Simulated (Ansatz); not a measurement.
`CSCN` + H–F → `NCF` + CH₃SH  (substitution at a C–S bond)

Computed with Ansatz on PBE0-D4/def2-TZVP structures; ΔE is electronic, products minus reactants. CCSD(T)/CBS is the MP2 limit (def2-TZVPP, def2-QZVPP) plus CCSD(T) − MP2 in def2-TZVPP, frozen cores. This one scheme is used for every species. DFT in def2-TZVPP. B3LYP here is the variant with VWN-RPA as its local correlation; programs differ in this. One conformer a species, not always the lowest.

```tsv
level	ΔE (kcal/mol)	difference from CCSD(T)/CBS
revPBE-D4	4.3	-0.2
B97M-V	0.7	-3.8
B3LYP-D4	1.2	-3.3
CAM-B3LYP-D4	-0.4	-4.9
B3LYP	-1.4	-5.9
LC-ωPBE	0.2	-4.3
HF/def2-SVP	-7.5	-12.0
MP2/def2-TZVPP	5.5	1.0
CCSD(T)/def2-TZVPP	2.9	-1.6
CCSD/CBS(def2)	3.5	-1.0
CCSD(T)/CBS	4.5	0
```

Largest T1 diagnostic among the species: 0.011.

The D4 term adds +2.6 kcal/mol with B3LYP and +1.4 kcal/mol with PBE0; it sums over pairs of atoms, weighted by their polarisabilities, and B3LYP, whose exchange is more repulsive, gets the larger term. In def2-TZVPP, CCSD(T) changes the Hartree–Fock value by +7.0 kcal/mol (the triples alone add +1.1 kcal/mol) and MP2 by +9.6 kcal/mol.
